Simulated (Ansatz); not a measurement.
# CH₂BNa (SMILES C=[B][Na]): functionals against CCSD(T) at one geometry

One table from this session's results is given with a row withheld; the runs are named, their logs left out.

Computed with Ansatz 0.2.0, Gaussian basis. Level: single points in def2-TZVPP.

Correlated methods freeze the cores. The outer core shell of Li, Na, Mg and K is correlated.

## The starting structure

SMILES `C=[B][Na]`, 5 atoms, charge 0, spin multiplicity 1.

Atoms are counted from 1 here; the program's logs count them from 0.

Bond lengths: C1–B2 1.380 Å, C1–H4 1.160 Å, C1–H5 1.091 Å, B2–Na3 2.267 Å. Angles: B2–C1–H4 121.7°, B2–C1–H5 123.2°, H4–C1–H5 115.1°, C1–B2–Na3 177.9°.

Coordinates:

```xyz
5
charge 0, multiplicity 1
C    -0.4918    0.5276   -0.3070
B     0.3712   -0.4060    0.2308
Na    1.8455   -1.9163    1.0571
H    -1.4934    0.2169   -0.8017
H    -0.3042    1.6017   -0.2782
```

Set-up of the first run:

run/in.yaml

```yaml
crystal:
  periodic: [false, false, false]
  atoms:
    - {symbol: C, position_ang: [-0.491800, 0.527600, -0.307000]}
    - {symbol: B, position_ang: [0.371200, -0.406000, 0.230800]}
    - {symbol: Na, position_ang: [1.845500, -1.916300, 1.057100]}
    - {symbol: H, position_ang: [-1.493400, 0.216900, -0.801700]}
    - {symbol: H, position_ang: [-0.304200, 1.601700, -0.278200]}
basis:
  gaussian: {orbitals: def2-TZVPP}
correlation: {method: ccsd_t}
output: {forces: true}
```

No record of the launch command was kept for these runs.

Among the steps run: CCSD(T)/def2-TZVPP; PBE0-D4/def2-TZVPP; wB97M-V/def2-TZVPP; r2SCAN-D4/def2-TZVPP; PBE-D4/def2-TZVPP; r2SCANh-D4/def2-TZVPP; B97M-V/def2-TZVPP.

One table of the session follows, with a row left open; its other results are not shown here.

| method | RMS force component (eV/Å) | angle to CCSD(T) forces (°) | dipole (D) |
| --- | --- | --- | --- |
| CCSD(T) | 0.950 | reference | 7.42 |
| PBE0-D4 | 0.841 | 13.4 | 7.07 |
| wB97M-V | 0.824 | 16.3 | 7.32 |
| r2SCAN-D4 | 0.842 | 13.3 | 7.14 |
| PBE-D4 | ? | ? | ? |
| r2SCANh-D4 | 0.855 | 14.9 | 7.25 |
| B97M-V | 0.872 | 15.6 | 6.93 |

Estimate the missing values for PBE-D4.

**Answer.** RMS force component (eV/Å): 0.796; angle to CCSD(T) forces (°): 9.2; dipole (D): 6.53. In the column «RMS force component (eV/Å)» it is the lowest.
